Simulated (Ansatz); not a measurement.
**HB–AlH, triplet in 6-31G: errors against full CI**

Geometry: a point of a breathe scan, not a stationary point.

```xyz
4

B     0.0000    0.0000    2.0827
Al    0.0000    0.0000   -1.6987
H     0.0000    0.0000    4.4264
H     0.0000    0.0000   -4.8104
```

Basis 6-31G; Ansatz 0.2.0. Correlated methods freeze the noble-gas cores, which leaves 8 electrons in 20 orbitals. Prefix R: restricted or restricted open-shell reference. Active spaces: valence = (8e, 10o) chosen from the atoms' valence shells; pair = (4e, 4o) about the gap.

Full CI is exact within this basis and frozen core; it isn't the basis-set limit.

For open shells CISD is restricted-active-space CI with the open shells as a complete middle space.

The UHF ⟨S²⟩ is 2.766 and the T1 diagnostic (RCCSD) is 0.0362. The largest doubles amplitude (RCCSD) is 0.199. The T1 diagnostic (UCCSD) is 0.1047.

**Question.** From what is known of these methods and the diagnostics, rank them by the size of their error in total energy against full CI in 6-31G, smallest first (an estimate: the text doesn't fix the numbers).
A. MRCISD (valence space)
B. NEVPT2 (valence space)
C. RCCSDT
D. RMP2
E. NEVPT2 (pair space)

**Answer.** C (0.8 kJ/mol), A (2.6 kJ/mol), B (18.8 kJ/mol), E (91.6 kJ/mol), D (155.9 kJ/mol).

All errors are against full CI in 6-31G. Within each family the higher level lies nearer, as is usual though not guaranteed.

The full-CI state has the irrep B1 of C2v, in the program's axes (one component, if the state is degenerate).

Natural occupations of full CI about the gap: 1.908 1.882 1.699 1.012 0.955 0.259 0.093 0.068 0.053 0.042; effectively unpaired electrons, Σ n²(2−n)², 2.61.
